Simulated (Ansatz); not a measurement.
Wavefunction ladder for `[SiH2]S` radical

Cartesian coordinates in Å:
```
Si 0.5052 -0.3810 -0.4036
S -0.9779 1.1014 -0.0170
H 0.8785 -1.1151 0.8411
H -0.1233 -1.3065 -1.3845
H -0.2826 1.7012 0.9639
```

Charge 0, multiplicity 2. Geometry: relaxed with PBE0-D4/def2-TZVP. Frozen core, unrestricted reference, Ansatz. CBS rows extrapolate triple and quadruple zeta; past MP2 they add the triple-zeta difference.

```json
{"basis": "def2-SVP", "HF (Eh)": "?", "MP2 corr.": "-0.21742", "CCSD corr.": "-0.25385", "(T)": "-0.00679", "CCSD(T) total": "?"}
{"basis": "def2-TZVPP", "HF (Eh)": "-688.21861", "MP2 corr.": "?", "CCSD corr.": "-0.32412", "(T)": "-0.01349", "CCSD(T) total": "?"}
{"basis": "def2-QZVPP", "HF (Eh)": "?", "MP2 corr.": "-0.31009", "CCSD corr.": "–", "(T)": "–", "CCSD(T) total": "–"}
{"basis": "CBS(def2)", "HF (Eh)": "-688.24181", "MP2 corr.": "-0.32792", "CCSD corr.": "?", "(T)": "as TZ", "CCSD(T) total": "?"}
```

Problem. Fill in the withheld values. (Best estimate.)

Solution. The calculation gave: def2-SVP HF (Eh): -687.97473; def2-SVP CCSD(T) total: -688.23537; def2-TZVPP MP2 corr.: -0.28602; def2-TZVPP CCSD(T) total: -688.55622; def2-QZVPP HF (Eh): -688.23900; CBS(def2) CCSD corr.: -0.36602; CBS(def2) CCSD(T) total: -688.62132.
